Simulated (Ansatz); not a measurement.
Geometry optimisation, RKS PBE0-D4/def2-mTZVP in Ansatz 0.2.0.

Input file:

```yaml
crystal:
  periodic: [false, false, false]
  atoms:
    - { symbol: "N", position_ang: [0.51274, -0.23622, -1.71579] }
    - { symbol: C, position_ang: [0.06435, -0.05912, -0.51919] }
    - { symbol: C, position_ang: [-0.7521, 0.18465, 0.38962] }
    - { symbol: O, position_ang: [-0.84728, 0.0059, 1.7917] }
    - { symbol: H, position_ang: [1.07989, 0.5599, -2.04466] }
    - { symbol: H, position_ang: [-1.67843, 0.38904, 2.09591] }
total_charge: -1
basis:
  gaussian: { orbitals: def2-mTZVP }
hamiltonian:
  xc: pbe0
  dispersion: d4
relax:
  f_tol: 0.015
  max_steps: 40
output:
  orbitals: {}
```

Run as:

```bash
$ ansatz run input.yaml --threads 1 --pin off --max-ram 2048MiB --backend cpu --events-out ev --progress --plain --runs-dir out
```

**Question.** Where does it end, and by what steps?

**Answer.** It converged. Limits of this set-up: an anion without diffuse functions, the dipole of an ion depends on the origin. After 14 steps the energy has fallen by 0.219 eV; C3 moved furthest, 0.22 Å.

| step | energy less start (eV) | largest force component (eV/Å) | accepted |
| --- | --- | --- | --- |
| 0 | 0.0000 | 2.315 | yes |
| 1 | -0.1170 | 0.738 | yes |
| 2 | -0.1524 | 0.819 | yes |
| 3 | -0.1872 | 0.810 | yes |
| 4 | -0.2030 | 0.564 | yes |
| 5 | -0.2117 | 0.518 | yes |
| 6 | -0.2158 | 0.364 | yes |
| 7 | -0.2179 | 0.112 | yes |
| 8 | -0.2188 | 0.094 | yes |
| 9 | -0.2136 | 0.141 | no |
| 10 | -0.2192 | 0.029 | yes |
| 11 | -0.2191 | 0.043 | no |
| 12 | -0.2192 | 0.016 | yes |
| 13 | -0.2192 | 0.023 | no |
| 14 | -0.2192 | 0.009 | yes |

```xyz
6
Properties=species:S:1:pos:R:3
N 0.590 -0.281 -1.637
C -0.089 -0.015 -0.585
C -0.964 0.215 0.323
O -0.725 0.062 1.713
H 1.124 0.548 -1.931
H -1.557 0.315 2.114
```

Run time: 33 s on 1 thread of Arm Neoverse V1 (shared host), peak memory 0.14 GiB.
